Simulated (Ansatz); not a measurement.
Molecule: tetrafluoromethane, CF$_{4}$ (charge 0, singlet). 
Structure (B3LYP-D3(BJ)/def2-TZVP (Ansatz, a quantum-chemistry and plane-wave program) minimum search):
```
C
F 1 1.3260
F 1 1.3260 2 109.47
F 1 1.3260 2 109.47 3 120.00
F 1 1.3260 2 109.47 4 120.00
```
Charge 0, spin multiplicity 1.

Basis-set convergence of Hartree-Fock and CCSD(T) correlation energies (hartree) with Ansatz. Cores are frozen in the correlated levels unless marked. No spin-orbit coupling. Non-relativistic.

```
basis    functions       E(HF)  E(corr, CCSD(T))
-------  ---------  ----------  ----------------
cc-pVDZ          -  -435.66355          -0.89686
cc-pVTZ        150         ___               ___
```

Complete the blanks.


- cc-pVTZ, E(HF): -435.81322
- cc-pVTZ, E(corr, CCSD(T)): -1.18767
